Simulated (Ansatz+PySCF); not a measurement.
## doublet H4O2(+) in separate pieces: levels of theory in one basis

```xyz
6

O     0.0000    0.0000   -0.1197
H     0.0000    0.7542    0.4787
H     0.0000   -0.7542    0.4787
O    30.0512    0.0604    0.0897
H    30.1376   -0.8730   -0.1296
H    29.4529    0.3902   -0.5885
```

Basis set: cc-pVDZ (spherical functions). Frozen core: 2 orbitals. Correlation on ROHF uses semicanonical orbitals with singles. Charge 1, multiplicity 2.

Computed with Ansatz (development build ahead of 0.2.0); each method stands on the lowest determinant of its kind that the runs found. NEVPT2 correlates all electrons. Active spaces start from the frontier orbitals, and the lowest solution found is given.

```
        method  E − E(ROHF) (eV)  <S²> of the determinant
          ROHF              0.00                     0.75
           UHF             -0.12                     0.76
      ROHF-MP2             -9.75                        –
     ROHF-CCSD            -10.46                        –
      UHF-CCSD            -10.46                     0.76
  ROHF-CCSD(T)            -10.60                        –
   UHF-CCSD(T)            -10.60                     0.76
   CASSCF(3,3)             -0.57                        –
   CASSCF(3,2)              0.00                        –
SC-NEVPT2(3,3)             -9.91                        –
```

What does SC-NEVPT2(3,2) give on the same scale?

-9.82 eV. NEVPT2 here correlates all electrons, so it doesn't share the others' frozen core.

Is a single determinant a sound starting point here?

By this sign, yes. Unrestricted orbitals gain 0.12 eV and <S²> is 0.76 against 0.75 for a pure state. The CASSCF(3,3) natural occupations are 1.98, 1.00, 0.02. The CASSCF(3,2) natural occupations are 2.00, 1.00.

Caution for ROHF-MP2: MP2 on this radical cation hangs on the determinant chosen. Caution for CASSCF(3,3), SC-NEVPT2(3,3): other starts end on other solutions of this active space.
